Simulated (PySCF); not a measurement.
**Ionisation energy of He by level of theory**

He 1s2 (1S) → He⁺ 1s1 (2S), as a difference of total energies. Calculation: PySCF 2.14, in aug-cc-pVTZ with one added diffuse shell each of s, p, d type (5s4p3d, 32 functions); the non-relativistic Hamiltonian (point nucleus). Correlated levels: valence: nothing frozen. The calculations carry no spin-orbit coupling.

```csv
method,ionisation energy (eV),error (eV)
UHF,23.463,-1.124
LDA,24.308,-0.279
PBE,24.472,-0.115
PBE0,24.456,-0.131
r2SCAN,24.629,+0.042
TPSSh,24.748,+0.161
CAM-B3LYP,24.808,+0.221
BP86,24.863,+0.276
MN15,24.884,+0.297
MP2 (valence),24.379,-0.208
SCS-MP2 (valence),24.562,-0.025
```

Reference: 24.587 eV (measured; NIST Atomic Spectra Database, ionization energies).

Errors of the correlated levels include the incompleteness of this basis.
